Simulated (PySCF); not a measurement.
The same gas-phase reaction for B, Al, Ga:
- 2 BH + 2 C2H6 → B2H6 + C4H8 (cis-2-butene)
- 2 AlH + 2 C2H6 → Al2H6 + C4H8 (cis-2-butene)
- 2 GaH + 2 C2H6 → Ga2H6 + C4H8 (cis-2-butene)

Computed with PySCF and rigid-rotor harmonic-oscillator thermochemistry at 1 bar. † marks an energy on the PBE0/def2-TZVP geometry and frequencies; other levels use their own. MP2 freezes the core. 6-31G* has spherical d functions here. All species are closed-shell singlets. Ga: all electrons, no relativistic terms. Al2H6, GaH, Ga2H6: computed as isolated molecules; such fragments, hydroxides, amides, oligomers or adducts are transient or little studied in the gas. MP2 isn't extrapolated to the basis-set limit.

ΔH°(298 K) in kJ, by level:

| level | B | Al | Ga |
|---|---|---|---|
| ωB97M-V/def2-TZVP† | -702.9 | ___ | -88.7 |
| PBE/def2-TZVP† | -762.8 | ___ | -89.3 |
| MP2/def2-TZVPP† | -724.1 | -236.2 | -138.7 |
| HF/6-31G* | -572.5 | ___ | -9.8 |
| BLYP/def2-TZVP† | -689.6 | ___ | -23.5 |

Problem. Fill in the missing entries.

Solution. 
- ωB97M-V/def2-TZVP†, Al: -214.8
- PBE/def2-TZVP†, Al: -219.6
- HF/6-31G*, Al: -152.4
- BLYP/def2-TZVP†, Al: -184.2
